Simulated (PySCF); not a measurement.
A species of formula CHNO has this rotational fingerprint, computed with PBE0-D3(BJ)/def2-SVP geometry optimisation, gas phase in PySCF:

| Property | Result |
| --- | --- |
| Rotational constants | A = 955806, B = 11069, C = 10942 MHz |
| Dipole components | \|μa\| = 1.76 D, \|μb\| = 1.45 D, \|μc\| = 0.00 D |
| Inertial defect | 0.00 u·Å² |
| κ | -1.00 |

**Question.** Which structure is it? (One computed conformer of each.)
A. `O=C=N`
B. `N#CO`

**Answer.** A. It is N=C=O, a near-prolate asymmetric top, point group Cs. The candidates at the same level (rigid rotor, commonest isotopes):

```csv
SMILES,A (MHz),B (MHz),C (MHz),μa (D),μb (D),μc (D),Δ (u·Å²),point group,rotor
N#CO,672087,10679,10512,3.58,1.69,0.00,0.00,Cs,near-prolate asymmetric top
N=C=O,955806,11069,10942,1.76,1.45,0.00,0.00,Cs,near-prolate asymmetric top
```

`N#CO` has A 30 % too low. In the right answer the mirror of this Cs structure is the ab plane, so μc vanishes by symmetry. No structure here is proved a minimum.
